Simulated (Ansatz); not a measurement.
## Molecular dynamics, step by step

C2H4N (SMILES [CH-]=NC) (charge -1), closed shell, PBE0-D4/def2-SVPD (Ansatz 0.2.0). Settings (timestep in fs, temperature in K, friction in 1/fs; T counts 21 degrees of freedom, while the starting velocities carry no drift of the centre of mass, so T starts below the set value):

```yaml
hamiltonian: {xc: pbe0, dispersion: d4}
md: {n_steps: 30, timestep: 0.5, temperature: 1000, ensemble: nvt_langevin, seed: 585, friction: 0.01, initial_velocities: maxwell_boltzmann}
```

Start (the SMILES describes the start alone):

C1  (-1.117, -0.637, -0.819)
N2  (-0.712, 0.067, 0.233)
C3  (0.720, 0.263, 0.291)
H4  (-2.285, -0.681, -0.682)
H5  (1.297, -0.681, 0.370)
H6  (0.961, 0.862, 1.188)
H7  (1.135, 0.808, -0.581)
(Å)

```tsv
step	time (fs)	potential energy less the start (meV)	kinetic energy (meV)	T (K)
0	0.00	0.0	775.6	857
2	1.00	39.7	734.0	811
4	2.00	135.4	606.3	670
6	3.00	221.1	534.1	590
8	4.00	258.4	551.0	609
10	5.00	257.5	604.1	668
12	6.00	279.3	570.0	630
14	7.00	355.9	455.9	504
16	8.00	435.4	350.2	387
18	9.00	460.2	343.2	379
20	10.00	378.4	364.3	403
22	11.00	259.5	532.2	588
24	12.00	231.4	596.0	659
26	13.00	268.8	538.6	595
28	14.00	291.3	529.3	585
30	15.00	274.5	550.6	608
```

Step 16, positions (Å) and forces (eV/Å):

| atom | x | y | z | Fx | Fy | Fz |
| --- | --- | --- | --- | --- | --- | --- |
| C1 | -1.215 | -0.594 | -0.710 | -0.156 | -1.554 | -2.403 |
| N2 | -0.730 | 0.077 | 0.220 | 1.917 | 1.455 | 1.708 |
| C3 | 0.830 | 0.215 | 0.273 | -3.750 | -0.285 | 1.573 |
| H4 | -2.333 | -0.518 | -0.718 | -0.306 | 0.001 | 0.378 |
| H5 | 1.326 | -0.748 | 0.349 | 0.321 | -0.346 | 0.441 |
| H6 | 0.845 | 0.939 | 1.091 | 1.153 | -0.311 | 0.601 |
| H7 | 1.119 | 0.721 | -0.584 | 0.820 | 1.039 | -2.298 |

Step 20, positions (Å) and forces (eV/Å):

```
atom       x       y       z      Fx      Fy      Fz
  C1  -1.233  -0.590  -0.688  -0.865  -1.558  -2.494
  N2  -0.729   0.086   0.226   1.960   1.705   1.955
  C3   0.835   0.214   0.277  -3.669  -0.737   1.071
  H4  -2.384  -0.484  -0.706   0.531  -0.054   0.460
  H5   1.318  -0.753   0.385   0.321  -0.406   0.232
  H6   0.912   0.909   1.096   0.891   0.171   0.797
  H7   1.107   0.697  -0.605   0.831   0.880  -2.021
```

Step 22, positions (Å) and forces (eV/Å):

| atom | x | y | z | Fx | Fy | Fz |
| --- | --- | --- | --- | --- | --- | --- |
| C1 | -1.241 | -0.591 | -0.679 | -0.954 | -1.355 | -2.246 |
| N2 | -0.728 | 0.091 | 0.230 | 1.904 | 1.630 | 1.845 |
| C3 | 0.830 | 0.215 | 0.282 | -2.939 | -0.524 | -0.577 |
| H4 | -2.402 | -0.470 | -0.689 | 0.761 | -0.095 | 0.456 |
| H5 | 1.323 | -0.760 | 0.408 | 0.108 | -0.069 | 0.033 |
| H6 | 0.954 | 0.892 | 1.104 | 0.730 | 0.406 | 0.808 |
| H7 | 1.114 | 0.706 | -0.650 | 0.390 | 0.007 | -0.319 |

Last step (30):

```xyz
7
angstrom
C -1.2782 -0.5966 -0.6517
N -0.7097 0.1125 0.2575
C 0.7894 0.2158 0.2889
H -2.3812 -0.4632 -0.5629
H 1.3395 -0.7719 0.4798
H 1.1386 0.8540 1.1854
H 1.1358 0.6747 -0.7796
```

The run took about 2.2 min on 2 CPU threads of an Intel Xeon (shared host).
